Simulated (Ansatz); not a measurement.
C4H5F, SMILES `CCC#CF`, relaxed with RKS PBE-D4/def2-SVP in Ansatz 0.2.0 from a rough embedded geometry. The force threshold is 0.03 eV/Å; the program also tests the step.

Total charge 0; spin multiplicity 1.

Start:

```xyz
10

C     0.285   -0.282    1.298
C     0.596    0.408   -0.009
C    -0.402    0.093   -1.062
C    -1.106   -0.130   -1.992
F    -2.044   -0.438   -2.921
H    -0.774    0.075    1.631
H     0.209   -1.347    1.166
H     0.972   -0.016    2.037
H     0.658    1.537    0.156
H     1.607    0.099   -0.304
```

```json
{"step": "1", "energy (eV)": "-6930.1442", "largest force (eV/Å)": "5.245", "largest move (Å)": "0.000"}
{"step": "2", "energy (eV)": "-6930.4784", "largest force (eV/Å)": "1.017", "largest move (Å)": "0.071"}
{"step": "3", "energy (eV)": "-6930.5173", "largest force (eV/Å)": "0.278", "largest move (Å)": "0.026"}
{"step": "4", "energy (eV)": "-6930.5201", "largest force (eV/Å)": "0.278", "largest move (Å)": "0.005"}
{"step": "5", "energy (eV)": "-6930.5270", "largest force (eV/Å)": "0.201", "largest move (Å)": "0.023"}
{"step": "6", "energy (eV)": "-6930.5333", "largest force (eV/Å)": "0.032", "largest move (Å)": "0.043"}
{"step": "7 (rejected)", "energy (eV)": "-6930.5331", "largest force (eV/Å)": "0.105", "largest move (Å)": "0.011"}
{"step": "8", "energy (eV)": "-6930.5335", "largest force (eV/Å)": "0.018", "largest move (Å)": "0.005"}
```

End:

```xyz
10

C     0.237   -0.268    1.308
C     0.588    0.413   -0.025
C    -0.357    0.120   -1.105
C    -1.163   -0.146   -1.981
F    -2.001   -0.412   -2.923
H    -0.759    0.054    1.670
H     0.216   -1.371    1.198
H     0.986   -0.012    2.084
H     0.644    1.515    0.119
H     1.609    0.108   -0.345
```

It took 13 s on 2 threads of an Arm Neoverse V1 on a shared host, with 0.12 GiB of host memory at the peak.
